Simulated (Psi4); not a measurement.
**HCl (hydrogen chloride) at BLYP/def2-TZVPPD**

What is the vertical electron affinity of HCl (hydrogen chloride) at BLYP/def2-TZVPPD? 

The calculation is run with Psi4 1.11.

1 further run of the same task is left out (it didn't finish).

## Step 1: The structure to begin with

The species is HCl (2 atoms), meant as a singlet with charge 0. SMILES: `Cl`. Geometry: relaxed at PBE0-D4/def2-TZVP.

Bond lengths: Cl1–H2 1.279 Å.

## Step 2: Energy and gradient at BLYP/def2-TZVPPD

Input file clh.xyz:

```xyz
2
ClH
Cl     0.546000    -0.178500     0.280800
H     -0.546000     0.178500    -0.280800
```

Input file run.py:

```python
import psi4

psi4.set_memory(1600000000)
psi4.set_num_threads(1)
psi4.core.set_output_file('clh.out', False)

with open('clh.xyz') as f:
    atoms = ''.join(f.readlines()[2:])
mol = psi4.geometry('0 1\n' + atoms + 'symmetry c1')

options = {'basis': 'def2-TZVPPD', 'reference': 'rks', 'puream': True, 'e_convergence': 1e-09, 'd_convergence': 1e-08, 'scf_type': 'pk', 'dft_radial_points': 99, 'dft_spherical_points': 590}
psi4.set_options(options)

E, wfn = psi4.gradient('BLYP', return_wfn=True)
psi4.oeprop(wfn, 'MULLIKEN_CHARGES', 'LOWDIN_CHARGES', 'DIPOLE', title='BLYP')
print('gradient / Eh bohr^-1')
print(E.np.round(6))
print(f'energy = {wfn.energy():.10f} Eh')
```

Run with:

```console
$ python run.py
```

clh.out:

```text
[...]
  Running in c1 symmetry.
[...]
  Nuclear repulsion =    7.034776949773979
[...]
  Multiplicity = 1
[...]
  Nalpha       = 9
  Nbeta        = 9
[...]
    Number of basis functions: 68
[...]
   @RKS iter   1:  -460.77647040203016   -5.52363e-02   5.37016e-03 DIIS/ADIIS
[...]
   @RKS iter   9:  -460.81596934236910    5.68434e-14   4.28628e-10 DIIS
[...]
    Orbital Energies [Eh]
    ---------------------
    Doubly Occupied:
       1A   -100.733522     2A     -9.182285     3A     -7.013115
       4A     -7.003104     5A     -7.003104     6A     -0.769850
       7A     -0.428255     8A     -0.290447     9A     -0.290447
[...]
  @RKS Final Energy:  -460.81596934236910
   => Energetics <=
    Nuclear Repulsion Energy =              7.0347769497739794
    One-Electron Energy =                -649.9307350980556066
    Two-Electron Energy =                 210.6698676522323694
    DFT Exchange-Correlation Energy =     -28.5898788463198734
    Empirical Dispersion Energy =           0.0000000000000000
    VV10 Nonlocal Energy =                  0.0000000000000000
    Total Energy =                       -460.8159693423691010
[...]
  -Total Gradient:
     Atom            X                  Y                   Z
    ------   -----------------  -----------------  -----------------
       1       -0.000000000001    -0.000000000000    -0.006927388975
       2        0.000000000001     0.000000000001     0.006927400506
[...]
 Multipole Moments:
 ------------------------------------------------------------------------------------
     Multipole            Electronic (a.u.)      Nuclear  (a.u.)        Total (a.u.)
 ------------------------------------------------------------------------------------
 L = 1.  Multiply by 2.5417464519 to convert [e a0] to [Debye]
 Dipole X            :         -0.0000000            0.0000000           -0.0000000
 Dipole Y            :         -0.0000000           -0.0000000           -0.0000000
 Dipole Z            :          0.7841693           -1.1980385           -0.4138692
 Magnitude           :                                                    0.4138692
[...]
  Mulliken Charges: (a.u.)
   Center  Symbol    Alpha    Beta     Spin     Total
       1    CL     8.59718  8.59718  0.00000 -0.19436
       2     H     0.40282  0.40282  0.00000  0.19436
   Total alpha =  9.00000, Total beta =  9.00000, Total charge =  0.00000
  Lowdin Charges: (a.u.)
   Center  Symbol    Alpha    Beta     Spin     Total
       1    CL     8.27374  8.27374  0.00000  0.45252
       2     H     0.72626  0.72626  0.00000 -0.45252
  Total alpha =  9.00000, Total beta =  9.00000, Total charge = -0.00000
```

Standard output:

```text
gradient / Eh bohr^-1
[[-0.       -0.       -0.006927]
 [ 0.        0.        0.006927]]
energy = -460.8159693424 Eh
```

It took 6.3 s on 1 thread of Intel Xeon Platinum 8259CL at 2.50GHz (Skylake/Cascade Lake), shared host; peak memory 0.46 GiB.

## Step 3: The doublet anion, same level

Input file input.json:

```json
{
  "schema_name": "qcschema_input",
  "schema_version": 1,
  "molecule": {
    "schema_name": "qcschema_molecule",
    "schema_version": 2,
    "symbols": ["Cl", "H"],
    "geometry": [1.03179046, -0.33731611, 0.5306351, -1.03179046, 0.33731611, -0.5306351],
    "molecular_charge": -1,
    "molecular_multiplicity": 2,
    "fix_symmetry": "c1"
  },
  "driver": "gradient",
  "model": {
    "method": "blyp",
    "basis": "def2-TZVPPD"
  },
  "keywords": {
    "reference": "uks",
    "puream": true,
    "e_convergence": 1e-09,
    "d_convergence": 1e-08,
    "scf_type": "pk",
    "dft_radial_points": 99,
    "dft_spherical_points": 590,
    "maxiter": 100,
    "scf_properties": ["LOWDIN_CHARGES", "MAYER_INDICES", "QUADRUPOLE"]
  }
}
```

Run with:

```console
$ psi4 --qcschema input.json -n 1 --memory 1600MB
```

stdout:

```text
[...]
  Running in c1 symmetry.
[...]
  Nuclear repulsion =    7.034776967508858
[...]
  Multiplicity = 2
[...]
  Nalpha       = 10
  Nbeta        = 9
[...]
    Number of basis functions: 68
[...]
   @UKS iter   1:  -460.62382216645790    9.74118e-02   7.46177e-03 ADIIS/DIIS
[...]
   @UKS iter  12:  -460.76667754486880   -6.82121e-13   3.56557e-09 DIIS
[...]
   @S^2 Observed:                7.502732868E-01
[...]
    Orbital Energies [Eh]
    ---------------------
    Alpha Occupied:
       1A   -100.513034     2A     -8.963638     3A     -6.792959
       4A     -6.785194     5A     -6.785194     6A     -0.556082
       7A     -0.213447     8A     -0.086003     9A     -0.086003
      10A      0.133066
    Alpha Virtual:
      11A      0.160052    12A      0.169806    13A      0.169806
      14A      0.220685    15A      0.298253    16A      0.298253
      17A      0.329177    18A      0.329182    19A      0.366230
      20A      0.385649    21A      0.409946    22A      0.409946
      23A      0.565891    24A      0.643259    25A      0.643259
[...]
  @UKS Final Energy:  -460.76667754486880
   => Energetics <=
    Nuclear Repulsion Energy =              7.0347769675088578
    One-Electron Energy =                -653.7498816994548179
    Two-Electron Energy =                 214.6841812970411070
    DFT Exchange-Correlation Energy =     -28.7357541099639455
    Empirical Dispersion Energy =           0.0000000000000000
    VV10 Nonlocal Energy =                  0.0000000000000000
    Total Energy =                       -460.7666775448687986
[...]
 Multipole Moments:
 ------------------------------------------------------------------------------------
     Multipole            Electronic (a.u.)      Nuclear  (a.u.)        Total (a.u.)
 ------------------------------------------------------------------------------------
 L = 1.  Multiply by 2.5417464519 to convert [e a0] to [Debye]
 Dipole X            :          0.0000000           -0.0000000            0.0000000
 Dipole Y            :          0.0000000            0.0000000            0.0000000
 Dipole Z            :          3.2914378           -1.1980385            2.0933992
 Magnitude           :                                                    2.0933992
 L = 2.  Multiply by 1.3450342976 to convert [e a0^2] to [Debye ang]
 Quadrupole XX       :        -17.1834505            0.0000000          -17.1834505
 Quadrupole XY       :         -0.0000000           -0.0000000           -0.0000000
[...]
  -Total Gradient:
     Atom            X                  Y                   Z
    ------   -----------------  -----------------  -----------------
       1       -0.000000000176    -0.000000000125    -0.056196657499
       2        0.000000000176     0.000000000125     0.056207938680
[...]
```

The result, in JSON:

```text
{
 "driver": "gradient",
 "model": {
  "method": "blyp",
  "basis": "def2-TZVPPD"
 },
 "success": true,
 "return_result": [-1.7563016019031643e-10, -1.245236280735457e-10, -0.05619665749860109, 1.759580059902979e-10, 1.247515883805414e-10, 0.05620793867960894],
 "properties": {
  "calcinfo_nbasis": 68,
  "calcinfo_nmo": 68,
  "calcinfo_nalpha": 10,
  "calcinfo_nbeta": 9,
  "calcinfo_natom": 2,
  "nuclear_repulsion_energy": 7.034776967508858,
  "return_energy": -460.7666775448688,
  "return_gradient": [-1.7563016019031643e-10, -1.245236280735457e-10, -0.05619665749860109, 1.759580059902979e-10, 1.247515883805414e-10, 0.05620793867960894],
  "scf_one_electron_energy": -653.7498816994548,
  "scf_two_electron_energy": 214.6841812970411,
  "scf_xc_energy": -28.735754109963946,
  "scf_dipole_moment": [1.1255277229393133e-08, 7.979878489662809e-09, 2.0933992405273534],
  "scf_total_energy": -460.7666775448688,
  "scf_total_gradient": [-1.7563016019031643e-10, -1.245236280735457e-10, -0.05619665749860109, 1.759580059902979e-10, 1.247515883805414e-10, 0.05620793867960894],
  "scf_iterations": 12
 }
}
```

Run time: 10 s. Hardware: 1 thread of Intel Xeon Platinum 8259CL at 2.50GHz (Skylake/Cascade Lake), shared host; peak memory 0.46 GiB.

## Step 4: Summary of results

Level: BLYP/def2-TZVPPD.

| quantity | value |
| --- | --- |
| singlet HCl: total energy | -460.81597 Eh |
| singlet HCl: dipole moment | 1.05 D |
| singlet HCl: HOMO energy | -7.90 eV |
| singlet HCl: LUMO energy | -1.02 eV |
| singlet HCl: HOMO–LUMO gap | 6.88 eV |
| singlet HCl: largest force on an atom | 0.356 eV/Å |
| doublet anion: total energy | -460.76668 Eh |
| doublet anion: HOMO energy (highest over α and β) | 3.62 eV |
| doublet anion: LUMO energy (lowest over α and β) | 4.30 eV |
| doublet anion: ⟨S²⟩ | 0.750 |
| doublet anion: largest force on an atom | 2.890 eV/Å |
| vertical electron affinity (to the doublet anion) | -1.341 eV |

What this shows: The anion lies 1.34 eV (129 kJ/mol) above the neutral: the electron isn't bound at this level, and such a value depends on the basis. The largest force (singlet HCl) is 0.36 eV/Å: the shape isn't a stationary point for this species at this level. The HOMO (doublet anion) lies at positive energy, 3.62 eV, as semi-local functionals often give for anions; only total energies tell whether the electron is bound.
